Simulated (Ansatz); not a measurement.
**What a trial cell of K2Re relaxes into**

Theory: DFT PBE, scalar-relativistic, plane waves, PAW (Ansatz). Cutoff 420 eV, Γ-centred k mesh, Gaussian smearing, no spin polarisation in the final step.

K2Re was placed on the marcasite structure type (Pnnm, No. 58), with Re in place of Fe, K in place of S, at a guessed volume.

```
CELL_PARAMETERS angstrom
5.56228 0.00000 0.00000
0.00000 6.78872 0.00000
0.00000 0.00000 4.23798
ATOMIC_POSITIONS crystal
K 0.20040 0.37870 0.00000
K 0.79960 0.62130 0.00000
K 0.70040 0.12130 0.50000
K 0.29960 0.87870 0.50000
Re 0.00000 0.00000 0.00000
Re 0.50000 0.50000 0.50000
```

Cell and atoms relax at zero pressure; the relaxation can't lower the symmetry of the start. After a coarse first stage the cell is made exact in the group found at 0.06 Å.

Formation energies are uncorrected and refer to the elements' standard structures at the same level.

**Question.** What does it relax into?

**Answer.** It ends in Immm (No. 71). Conventional cell: a = 2.664 Å, b = 5.887 Å, c = 10.660 Å. K has 2 K at 2.66 Å; Re has 2 Re at 2.66 Å.

```cif
data_structure
_symmetry_space_group_name_H-M 'Immm'
_symmetry_Int_Tables_number 71
_cell_length_a 2.6636
_cell_length_b 5.8871
_cell_length_c 10.6599
_cell_angle_alpha 90.000
_cell_angle_beta 90.000
_cell_angle_gamma 90.000
_cell_volume 167.16
loop_
_atom_site_label
_atom_site_type_symbol
_atom_site_symmetry_multiplicity
_atom_site_Wyckoff_symbol
_atom_site_fract_x
_atom_site_fract_y
_atom_site_fract_z
_atom_site_occupancy
K1 K 4 i 0.50000 0.50000 0.83770 1
Re1 Re 2 a 0.00000 0.00000 0.00000 1
```

**Question.** What are its volume, energy, density and gap?

**Answer.** The volume per atom is 27.86 Å³, the density is 5.25 g/cm³ and the energy over the elements is 1.60 eV/atom. The gap on the 18×18×18 mesh is 0 eV (a metal).

The final run used a 18×18×18 mesh on its 3-atom cell and 0.10 eV smearing. The k mesh leaves about 4 meV/atom of noise in metals. Spin–orbit coupling is left out. Symmetry constrained the relaxation, so the result can be a saddle point.

Cost: 4 runs of about 17 core-minutes in all, on Arm Neoverse V1 (shared hosts).